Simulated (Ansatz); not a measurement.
## Ansatz (development build ahead of 0.2.0) run

```yaml
crystal:
  periodic: [false, false, false]
  atoms:
    - { symbol: Mg, position_ang: [0.0, 0.0, 0.0] }
    - { symbol: O, position_ang: [0.0, 0.0, 2.975] }
basis:
  gaussian: { orbitals: "6-31G" }
magnetization:
  spin_polarized: true
hamiltonian:
  xc: pbe
scf:
  omitted_lower_state_checks: [starts, atomic_configurations, cluster_reference, orbital_swaps, given_window_search, neighbouring_geometries, increment]
output:
  forces: true
```

The input is written out in the form of the current development build from the run's settings.

Output:

```
Converged                       : yes
Total energy                    : -274.91637 hartree
Spin squared of the determinant : 1.010
Stability test                  : minimum
```

Forces (eV/Å):
```
atom     Fx     Fy      Fz
 Mg1  0.000  0.000   1.375
  O2  0.000  0.000  -1.375
```

Caution: another spin multiplicity may lie lower; the unrestricted determinant is a mixture of spin states.
